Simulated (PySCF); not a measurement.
Gas-phase reaction: 2 SiH4 → 2 SiH3 + H2

Method: PySCF energies plus ideal-gas RRHO corrections (1 bar). Table values come from the NASA 1993 polynomials. After a fit of one offset per element over all species, the range-separated, M06-2X, PBE0/def2-QZVP and CCSD(T)/def2-TZVPP enthalpies, where run, lie to one side of the table for SiH3 (-20 kJ/mol): a fault of the table's entry, another state or a shared error of the levels is possible; this was not checked at source. † marks an energy on the PBE0/def2-TZVP geometry and frequencies; other levels use their own. CCSD(T) freezes the core. 6-31G* has spherical d functions here. Open shells (unrestricted): SiH3 (multiplicity 2); the rest are closed-shell singlets. B3LYP is the form with VWN-RPA correlation. For this reaction the table lies outside the span of B3LYP, CCSD(T), M06-2X, MP2, PBE0, r2SCAN, ωB97M-V, ωB97X-V in their largest bases here; which side is off was not settled. CCSD(T) isn't extrapolated to the basis-set limit; its ΔH°(298 K) is 322.1 kJ in def2-SVP and 327.6 kJ in def2-TZVPP. The harmonic model lacks anharmonicity and excited electronic states, which grow with temperature; levels with a mode under 35 cm⁻¹ are left out. The table's entry may be an old estimate for SiH3 (not checked at source).

ΔH° and ΔS° at 298 K: table 350 kJ, 154 J/K; B3LYP/6-31G* 317 kJ, 155 J/K; BLYP/def2-TZVP† 307 kJ, 155 J/K; CCSD(T)/def2-TZVPP† 328 kJ, 155 J/K; M06-2X/def2-TZVP† 315 kJ, 155 J/K.

Problem. With the heat capacities included, give log10 K at 600, 1000, 1600, 1800, 2500 K for each.

Solution. 
```
T (K)  table  B3LYP/6-31G*  BLYP/def2-TZVP†  CCSD(T)/def2-TZVPP†  M06-2X/def2-TZVP†
-----  -----  ------------  ---------------  -------------------  -----------------
600    -22.2         -19.3            -18.5                -20.2              -19.1
1000    -9.9          -8.1             -7.6                 -8.7               -8.0
1600    -3.0          -1.8             -1.5                 -2.2               -1.8
1800    -1.7          -0.7             -0.4                 -1.0               -0.7
2500     1.1           1.8              2.0                  1.6                1.8
```
Ten kJ in ΔG° is worth 0.87 decades in K at 600 K and 0.21 at 2500 K. Holding ΔH° and ΔS° at their 298 K values would give 0.7 (table), 1.5 (B3LYP/6-31G*), 1.7 (BLYP/def2-TZVP†) at 2500 K.
